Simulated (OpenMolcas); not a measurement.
AlH3O (AlH2(OH)): methods side by side

AlH3O has 5 atoms, charge 0, and is taken as a singlet. As SMILES, `[H][Al]([H])[OH]`. The shape comes from GFN2-xTB, which is rough for such elements, and wasn't checked as a minimum.

```csv
atom,x (Å),y (Å),z (Å)
Al,0.2718,0.4511,-0.1093
H,1.7990,0.4172,-0.2214
H,-0.4810,1.7690,-0.3118
O,-0.5554,-0.9200,0.2267
H,-1.0343,-1.7173,0.4158
```

Quantity: the energy change with the Al1–H3 bond stretched from 1.531 to 3.062 Å, in eV. The values are calculated.

| level | kind | program | value (eV) | CPU time (all runs) |
| --- | --- | --- | --- | --- |
| HF/STO-3G (restricted) | Hartree–Fock | OpenMolcas | 7.81 | 2.9 s |
| SVWN5/STO-3G (restricted) | LDA | OpenMolcas | 5.46 | 7 s |
| PBE/STO-3G (restricted) | GGA | OpenMolcas | 5.27 | 8.8 s |
| r2SCAN/STO-3G (restricted) | meta-GGA | OpenMolcas | 5.65 | 26 s |
| M06-2X/STO-3G (restricted) | hybrid meta-GGA | OpenMolcas | 6.46 | 8.6 s |
| PBE0/STO-3G (restricted) | global hybrid | OpenMolcas | 6.02 | 7.6 s |
| MP2/STO-3G (restricted) | perturbation theory | OpenMolcas | 6.20 | 3 s |
| CASPT2(2,2)/STO-3G | multireference | OpenMolcas | 4.89 | 3 s |
| SC-NEVPT2(2,2)/STO-3G | multireference | OpenMolcas | 4.89 | 3 s |
| CISD/STO-3G (restricted) | coupled cluster or CI | OpenMolcas | 5.43 | 3.2 s |

Spin-restricted single references rise too steeply as a bond breaks, Hartree–Fock most of all. The first shape isn't each level's own minimum. The values span 4.89 to 7.81 eV. All rows use very small basis sets, so even the best lies far from the true value. Times are those of the runs behind each value, whatever else they computed, on shared processors of several kinds: orders of magnitude only.
